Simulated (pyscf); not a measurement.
Optimised with ωB97X-D3(BJ)/def2-SVP in PySCF. MP2 and CC: frozen core, UHF for open shells. ΔMP2 is the change of the MP2 total energy from the triple- to the quadruple-zeta basis.

`[Cl][C]1([Cl])[CH2][CH2]1` -> `[Cl][C][Cl]` [singlet] + `[CH2]=[CH2]`
Surface: singlet. Broken: C–C, C–C. Formed: none. Give ΔE‡ and ΔE from CCSD(T)/def2-TZVPP + ΔMP2(QZVPP), relative to the reactant's lowest minimum found.

ΔE‡ = 70.0 kcal/mol, ΔE = +67.4 kcal/mol. Zero-point energy shifts the barrier by -3.4 kcal/mol. It is a cycloreversion, with an imaginary mode of 298i cm⁻¹. cyclic C₃H₄Cl₂ (SMILES ClC1(Cl)CC1) lies 11.8 kcal/mol over its isomer H₃C–C(Cl)=CH–Cl (electronic energy, ωB97M-D3(BJ)). This is the saddle that the search found; another between the same sides may lie lower. One closed-shell reference is unstable to symmetry breaking; treat the single-reference values with care. The CCSD(T) − MP2 part came from Ansatz, without density fitting, on the same reference.
